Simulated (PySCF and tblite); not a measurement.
Results of a calculation; reference values are marked as such.
C5H9N, numbered as in [CH3:1][CH:2]([CH3:3])[CH2:4][C:5]#[N:6].

Free energies: PBE0-D3(BJ)/def2-SVP (IEF-PCM, benzene) on GFN2-xTB structures plus GFN2-xTB thermal terms, symmetry and mirror images included. Conformers within 3 kcal/mol (GFN2-xTB free energy) were kept, 10 at most. GIAO shieldings: B97-2/pcSseg-1 (IEF-PCM, benzene). Shifts are against TMS (¹H), TMS (¹³C) at the same level. (PySCF 2.14, tblite 0.8.)

Torsions listed: C1–C2–C4–C5. Of a mirror pair one member is shown.

```tsv
conformer	shape	symmetry	E(GFN2) kcal/mol	E(DFT) kcal/mol
1	-63°	C1 (pair)	0.00	0.08
2	62°	Cs	0.06	0.00
```

Problem. How much do the weights at 298.15 K and the averaged shift of H4 depend on how the conformers are weighted?

Solution. 
```json
{"weighting": "DFT energy with thermal terms, symmetry and mirror images (full scheme)", "1 (%)": "67", "2 (%)": "33", "δ (ppm)": "2.25", "rms dipole (D)": "4.36"}
{"weighting": "DFT energy with symmetry and mirror images", "1 (%)": "64", "2 (%)": "36", "δ (ppm)": "2.26", "rms dipole (D)": "4.36"}
{"weighting": "bare DFT energy", "1 (%)": "47", "2 (%)": "53", "δ (ppm)": "2.32", "rms dipole (D)": "4.34"}
{"weighting": "GFN2-xTB energy with symmetry and mirror images", "1 (%)": "69", "2 (%)": "31", "δ (ppm)": "2.25", "rms dipole (D)": "4.36"}
{"weighting": "GFN2-xTB free energy", "1 (%)": "72", "2 (%)": "28", "δ (ppm)": "2.24", "rms dipole (D)": "4.37"}
{"weighting": "leading conformer alone", "1 (%)": "100", "2 (%)": "0", "δ (ppm)": "2.15", "rms dipole (D)": "4.39"}
{"weighting": "equal weights", "1 (%)": "50", "2 (%)": "50", "δ (ppm)": "2.31", "rms dipole (D)": "4.35"}
```

The largest departure from the full scheme, 0.10 ppm, comes with: leading conformer alone.
